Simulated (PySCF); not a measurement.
Rows and methods have been separated. Pair them.

C3H7N.
InChI=1S/C3H7N/c1-4-2-3-4/h2-3H2,1H3

The closed-shell ground state was solved 7 times with PySCF (density fitting, gas phase), always in the pcSseg-2 basis (242 functions), with these functionals: B97-2, BHandHLYP, CAM-B3LYP, HF, LC-wPBE, LDA and wB97X-D. Geometry: PBE0-D3(BJ)/def2-SVP; no solvent, vibrations or thermal averaging.

```
row  total energy (Eh)  HOMO (eV)  LUMO (eV)  dipole (D)
  P          -171.7354      -5.48       0.04        1.07
  Q          -173.2392      -8.63       2.45        1.18
  R          -173.1810      -8.06       1.27        1.22
  S          -172.1275     -10.11       2.80        1.30
  T          -173.1938      -9.49       2.54        1.25
  U          -173.2350      -6.50       0.83        1.12
  V          -173.2024      -8.15       1.44        1.19
```

Problem. Which functional belongs to which row?

Solution. P = LDA, Q = wB97X-D, R = BHandHLYP, S = HF, T = LC-wPBE, U = B97-2, V = CAM-B3LYP. By rising HOMO–LUMO gap: LDA (LDA) 5.52 eV; B97-2 (global hybrid, 21 % exact exchange) 7.33 eV; BHandHLYP (global hybrid, 50 % exact exchange) 9.33 eV; CAM-B3LYP (range-separated hybrid) 9.59 eV; wB97X-D (range-separated hybrid) 11.08 eV; LC-wPBE (range-separated hybrid) 12.03 eV; HF (all exact exchange) 12.91 eV. Total energies of different functionals aren't bounds to one another; each is stationary for its own functional.

The pairwise dispersion term of wB97X-D wasn't added to the energies; at a given geometry it leaves orbitals and properties as they are.
